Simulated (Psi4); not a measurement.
# Si2H6 (disilane) at BHLYP/aug-cc-pVDZ

Aim: the energy change on altering one bond length of Si2H6 (disilane) at BHLYP/aug-cc-pVDZ, from 2 runs. 

The results are computed with Psi4 1.11.

4 further runs of the same task are left out: 3 that didn't finish, 1 set aside as unsound or not needed.

### 1 Starting point

Si2H6: 8 atoms, total charge 0, spin state singlet. SMILES: `[SiH3][SiH3]`. Geometry: relaxed at PBE0-D4/def2-TZVP.

Bond lengths: Si1–Si2 2.338 Å, Si1–H3 1.488 Å, Si1–H4 1.488 Å, Si1–H5 1.488 Å, Si2–H6 1.488 Å, Si2–H7 1.488 Å, Si2–H8 1.488 Å. Some angles: Si1–Si2–H6 110.3°, Si1–Si2–H7 110.3°, Si1–Si2–H8 110.3°, Si2–Si1–H3 110.3°, Si2–Si1–H4 110.3°, Si2–Si1–H5 110.3°, H6–Si2–H7 108.7°, H6–Si2–H8 108.7°, H7–Si2–H8 108.7°, H3–Si1–H4 108.7°.

### 2 A single-point energy at BHLYP/aug-cc-pVDZ

Input file input.json:

```json
{
 "schema_name": "qcschema_input",
 "schema_version": 1,
 "molecule": {
  "schema_name": "qcschema_molecule",
  "schema_version": 2,
  "symbols": ["Si", "Si", "H", "H", "H", "H", "H", "H"],
  "geometry": [-0.64345175, 0.92634375, -1.89898578, 0.68691545, -0.95317786, 1.87271859, 1.57584262, 1.79183831, -3.39186942, -2.1030762, -0.91443847, -3.44289203, -2.28278916, 3.14469324, -1.35663438, 2.15239806, 0.88552566, 3.4134123, 2.32077265, -3.17568475, 1.33036719, -1.53256789, -1.8126253, 3.36862579],
  "molecular_charge": 0,
  "molecular_multiplicity": 1,
  "fix_symmetry": "c1",
  "fix_com": true,
  "fix_orientation": true
 },
 "driver": "energy",
 "model": {
  "method": "bhhlyp",
  "basis": "aug-cc-pVDZ"
 },
 "keywords": {
  "puream": true,
  "e_convergence": 1e-09,
  "d_convergence": 1e-08,
  "scf_type": "pk",
  "dft_radial_points": 99,
  "dft_spherical_points": 590,
  "scf_properties": ["MAYER_INDICES", "DIPOLE", "LOWDIN_CHARGES"]
 }
}
```

The run is started by

```sh
$ psi4 --qcschema input.json -n 1 --memory 1600MB
```

stdout:

```text
[...]
  Running in c1 symmetry.
[...]
  Nuclear repulsion =   90.773081169321117
[...]
  Multiplicity = 1
[...]
  Nalpha       = 17
  Nbeta        = 17
[...]
    Number of basis functions: 108
[...]
   @RKS iter   1:  -582.52353346117491   -5.23229e-01   1.95280e-03 DIIS/ADIIS
[...]
   @RKS iter   8:  -582.56371570920737   -5.34328e-12   1.72194e-09 DIIS
[...]
    Orbital Energies [Eh]
    ---------------------
    Doubly Occupied:
       1A    -67.157607     2A    -67.157604     3A     -5.614613
       4A     -5.614548     5A     -3.877866     6A     -3.877599
       7A     -3.877599     8A     -3.877536     9A     -3.877536
      10A     -3.877238    11A     -0.651730    12A     -0.581753
      13A     -0.423316    14A     -0.423308    15A     -0.396970
      16A     -0.396962    17A     -0.345698
[...]
  @RKS Final Energy:  -582.56371570920737
   => Energetics <=
    Nuclear Repulsion Energy =             90.7730811693211166
    One-Electron Energy =                -986.4181980367505957
    Two-Electron Energy =                 335.7177097185530670
    DFT Exchange-Correlation Energy =     -22.6363085603308747
    Empirical Dispersion Energy =           0.0000000000000000
    VV10 Nonlocal Energy =                  0.0000000000000000
    Total Energy =                       -582.5637157092073721
[...]
 Multipole Moments:
 ------------------------------------------------------------------------------------
     Multipole            Electronic (a.u.)      Nuclear  (a.u.)        Total (a.u.)
 ------------------------------------------------------------------------------------
 L = 1.  Multiply by 2.5417464519 to convert [e a0] to [Debye]
 Dipole X            :         -0.7391155            0.7390719           -0.0000437
 Dipole Y            :          0.4564163           -0.4563688            0.0000475
 Dipole Z            :          0.4467825           -0.4467312            0.0000513
 Magnitude           :                                                    0.0000824
[...]
```

The result, in JSON:

```text
{
 "driver": "energy",
 "model": {
  "method": "bhhlyp",
  "basis": "aug-cc-pVDZ"
 },
 "success": true,
 "return_result": -582.5637157092074,
 "properties": {
  "calcinfo_nbasis": 108,
  "calcinfo_nmo": 108,
  "calcinfo_nalpha": 17,
  "calcinfo_nbeta": 17,
  "calcinfo_natom": 8,
  "nuclear_repulsion_energy": 90.77308116932112,
  "return_energy": -582.5637157092074,
  "scf_one_electron_energy": -986.4181980367506,
  "scf_two_electron_energy": 335.71770971855307,
  "scf_xc_energy": -22.636308560330875,
  "scf_dipole_moment": [-4.3668500552818124e-05, 4.746429433488686e-05, 5.131834806437752e-05],
  "scf_total_energy": -582.5637157092074,
  "scf_iterations": 8
 }
}
```

Run time: 59 s. Hardware: 1 thread of Intel Xeon Platinum 8259CL at 2.50GHz (Skylake/Cascade Lake), shared host; peak memory 0.68 GiB.

### 3 The distorted shape: energy and gradient at BHLYP/aug-cc-pVDZ

Input file input.dat:

```
memory 1.6 GB

molecule {
  0 1
  Si    -0.080242     0.138019    -1.091003
  Si     0.623758    -0.856581     0.904897
  H      1.094158     0.596019    -1.881003
  H     -0.852642    -0.836081    -1.908003
  H     -1.208000     1.664100    -0.717900
  H      1.399258     0.116419     1.720197
  H      1.488358    -2.032681     0.617897
  H     -0.550742    -1.311381     1.696497
  symmetry c1
  no_reorient
  no_com
}

set basis aug-cc-pVDZ
set puream true
set e_convergence 1e-09
set d_convergence 1e-08
set scf_type pk
set dft_radial_points 99
set dft_spherical_points 590

result, w = gradient("bhhlyp", return_wfn=True)
oeprop(w, "LOWDIN_CHARGES", "WIBERG_LOWDIN_INDICES", "MAYER_INDICES")
print_variables()
```

The run is started by

```sh
$ psi4 -i input.dat -o output.dat -n 1
```

output.dat:

```text
[...]
  Running in c1 symmetry.
[...]
  Nuclear repulsion =   89.313734226831301
[...]
  Multiplicity = 1
[...]
  Nalpha       = 17
  Nbeta        = 17
[...]
    Number of basis functions: 108
[...]
   @RKS iter   1:  -582.48139731237984   -5.81850e-01   1.97867e-03 DIIS/ADIIS
[...]
   @RKS iter   9:  -582.52594480566938   -2.84217e-12   4.28655e-09 DIIS
[...]
    Orbital Energies [Eh]
    ---------------------
    Doubly Occupied:
       1A    -67.185092     2A    -67.163551     3A     -5.636495
       4A     -5.620317     5A     -3.900038     6A     -3.899394
       7A     -3.899321     8A     -3.883400     9A     -3.883270
      10A     -3.883241    11A     -0.650893    12A     -0.576502
      13A     -0.428953    14A     -0.418016    15A     -0.402314
      16A     -0.368383    17A     -0.341715
[...]
  @RKS Final Energy:  -582.52594480566938
   => Energetics <=
    Nuclear Repulsion Energy =             89.3137342268313006
    One-Electron Energy =                -983.2329130895959679
    Two-Electron Energy =                 333.9844861556389901
    DFT Exchange-Correlation Energy =     -22.5912520985437588
    Empirical Dispersion Energy =           0.0000000000000000
    VV10 Nonlocal Energy =                  0.0000000000000000
    Total Energy =                       -582.5259448056693827
[...]
 Multipole Moments:
 ------------------------------------------------------------------------------------
     Multipole            Electronic (a.u.)      Nuclear  (a.u.)        Total (a.u.)
 ------------------------------------------------------------------------------------
 L = 1.  Multiply by 2.5417464519 to convert [e a0] to [Debye]
 Dipole X            :        -16.7916496           16.9690112            0.1773616
 Dipole Y            :         22.1777518          -22.4187149           -0.2409631
 Dipole Z            :          5.8063306           -5.8161972           -0.0098666
 Magnitude           :                                                    0.2993621
[...]
  -Total Gradient:
     Atom            X                  Y                   Z
    ------   -----------------  -----------------  -----------------
       1        0.034216162565    -0.046365516636    -0.009141615306
       2        0.000541341704    -0.000619242406    -0.005358832119
       3        0.002293774653    -0.001987935565    -0.000460938858
       4        0.001235209441    -0.002768141785    -0.000471205315
       5       -0.038353439480     0.051893513530     0.012898791402
       6        0.000268329883     0.000393878278     0.000771325071
       7        0.000277369728    -0.000402009062     0.000994978167
       8       -0.000478689537    -0.000144588732     0.000767282534
[...]
```

Wall time 2 min (1 thread of Intel Xeon Platinum 8259CL at 2.50GHz (Skylake/Cascade Lake), shared host); peak memory 0.68 GiB.

### 4 Results

Level: BHLYP/aug-cc-pVDZ.

```
                                                          quantity          value
                                         first shape: total energy  -582.56372 Eh
                                        first shape: dipole moment         0.00 D
                                          first shape: HOMO energy       -9.41 eV
                                          first shape: LUMO energy        0.22 eV
                                        first shape: HOMO–LUMO gap        9.63 eV
                                     distorted shape: total energy  -582.52594 Eh
                                    distorted shape: dipole moment         0.76 D
                                      distorted shape: HOMO energy       -9.30 eV
                                      distorted shape: LUMO energy       -0.18 eV
                                    distorted shape: HOMO–LUMO gap        9.12 eV
                         distorted shape: largest force on an atom     3.384 eV/Å
energy change with the Si1–H5 bond stretched from 1.488 to 1.934 Å       1.028 eV
```

**Reading.** With the Si1–H5 bond stretched from 1.488 to 1.934 Å the energy rises by 1.03 eV (99 kJ/mol). The first shape isn't relaxed at this level, so the change isn't measured from a minimum.
